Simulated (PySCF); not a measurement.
One molecule, one basis, several functionals.

BH₅SSi.
SMILES: `[SiH3]SB`

PySCF, def2-SVPD basis, density fitting, gas phase, PBE0-D3(BJ)/def2-SVP geometry; singlet excitations by full TDDFT with frozen cores, triplets by Tamm–Dancoff TDDFT and ionisation energies by ΔSCF, from the lowest of the holes tried. One functional is left out:

```
functional  exact exchange (%)  HOMO energy (eV)  LUMO energy (eV)  lowest singlet excitation (eV)  lowest triplet excitation (eV)  dipole moment (D)  mean polarisability (au)  vertical ionisation energy (eV)
       LDA                   0             -7.29             -2.76                            4.92                            4.15              1.159                      68.8                            10.40
       PBE                   0             -7.19             -2.54                            5.07                            4.10              1.105                      67.3                            10.26
      PBE0                  25             -8.29             -1.59                            5.46                            4.42              1.118                      65.0                            10.38
 BHandHLYP                  50             -9.22             -0.54                            5.85                            4.79              1.120                      63.1                            10.28
```

Problem. Predict the row of B3LYP (20 % exact exchange) by straight lines through the other rows, and check it.

Solution. 
```tsv
property	line	computed	computed − line	PBE0 (25 %), for comparison
HOMO energy (eV)	-8.05	-8.03	+0.02	-8.29
LUMO energy (eV)	-1.80	-1.76	+0.04	-1.59
lowest singlet excitation (eV)	5.35	5.42	+0.07	5.46
lowest triplet excitation (eV)	4.38	4.42	+0.04	4.42
dipole moment (D)	1.125	1.096	-0.029	1.118
mean polarisability (au)	65.9	65.5	-0.4	65.0
vertical ionisation energy (eV)	10.33	10.37	+0.04	10.38
```

Problem. Which of these properties follows the share of exact exchange most closely, and which least?

Solution. Most closely the HOMO energy, least the vertical ionisation energy; the correlations over the tabulated rows are HOMO energy -0.999, lowest triplet excitation 0.996, LUMO energy 0.996, lowest singlet excitation 0.988, mean polarisability -0.963, dipole moment -0.276, vertical ionisation energy -0.248. The HOMO energy moves by -0.398 eV for every 10 %. Functionals with the same share still differ in their other parts: at 0 % LDA and PBE differ by 0.10 eV in it.
